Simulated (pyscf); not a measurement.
Structures and frequencies: ωB97X-D3(BJ)/def2-SVP in PySCF. MP2 and CC: frozen core, UHF for open shells. ΔMP2 is the change of the MP2 total energy from the triple- to the quadruple-zeta basis.

SMILES: ClC(Cl)Cl
```xyz
5

Cl     0.3933     2.0456    -0.4779
C      0.3285     0.2835    -0.4900
Cl     0.8895    -0.3807     1.0443
Cl    -1.2962    -0.2872    -0.8702
H      1.0019    -0.0720    -1.2761
```

### Question
List the bond dissociation enthalpies at 298 K of Cl–CH(Cl)–Cl (SMILES ClC(Cl)Cl) from CCSD(T)/def2-TZVPP + ΔMP2(QZVPP), from the weakest bond up.

### Answer
C–Cl to Cl• + Cl–CH•–Cl: 73.8 kcal/mol; C–H to Cl–C•(Cl)–Cl + H•: 93.5 kcal/mol. Ring and multiple bonds, and those that leave no two simple radicals, are not listed. The CCSD(T) − MP2 part came from Ansatz, without density fitting, on the same reference. Left out: the spin-orbit lowering of Cl.
